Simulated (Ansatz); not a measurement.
Two isomers of C4H8N2: A = `CN=CC(C)=N`, B = `CNCC=C=N`.

Program: Ansatz. Geometries: PBE0-D4/def2-TZVP. ΔE: electronic, gas phase. CCSD(T)/CBS is the MP2 limit (def2-TZVPP, def2-QZVPP) plus CCSD(T) − MP2 in def2-TZVPP, frozen cores. Functionals use def2-TZVPP. B3LYP here is the variant with VWN-RPA as its local correlation; programs differ in this. One conformer a species, not always the lowest.

A:

Z-matrix (Å, degrees):
```
C
N 1 1.437
H 1 1.094 2 109.0
H 1 1.099 2 113.8 3 -122.0
H 1 1.094 2 109.0 3 115.9
C 2 1.262 1 118.1 3 122.0
C 6 1.477 2 121.5 1 180.0
H 6 1.098 2 123.7 1 -0.0
C 7 1.495 6 117.6 2 0.1
N 7 1.272 6 115.7 2 -180.0
H 9 1.092 7 110.2 6 58.8
H 9 1.092 7 110.2 6 -58.1
H 9 1.091 7 110.9 6 -179.7
H 10 1.020 7 110.7 6 -180.0
```

B:

```xyz
14

C     0.6424   -1.6132   -0.2313
N     0.2304   -1.1076    1.0590
C     0.1419    0.3369    1.1290
C    -0.8821    0.9850    0.2220
C    -0.5623    1.6550   -0.8527
N    -0.2352    2.3842   -1.7752
H     0.6584   -2.7043   -0.2065
H     1.6606   -1.2735   -0.4433
H     0.0024   -1.2943   -1.0682
H    -0.6521   -1.5218    1.3313
H     1.1303    0.7477    0.9044
H    -0.0841    0.6097    2.1639
H    -1.9373    0.8661    0.4460
H    -0.1131    1.9301   -2.6784
```

(1) Which is lower in electronic energy at CCSD(T)/CBS, and by how much? (An estimate is asked.)

(2) Give E(B) − E(A) in kcal/mol with ωB97M-V, B3LYP, B3LYP-D4, r2SCAN-D4, CCSD/def2-TZVPP, MP2/def2-TZVPP, PBE0-D4. (Estimate.)

Largest T1 diagnostic: 0.013.

## Answers

(1) The calculation gave: A, by 21.0 kcal/mol.

(2) Computed: ωB97M-V 19.4, B3LYP 19.2, B3LYP-D4 19.3, r2SCAN-D4 18.4, CCSD/def2-TZVPP 21.4, MP2/def2-TZVPP 20.4, PBE0-D4 18.4. None reverses the order clearly.

In def2-TZVPP, CCSD(T) changes the Hartree–Fock value by −0.8 kcal/mol (the triples alone add +0.2 kcal/mol) and MP2 by −2.0 kcal/mol.
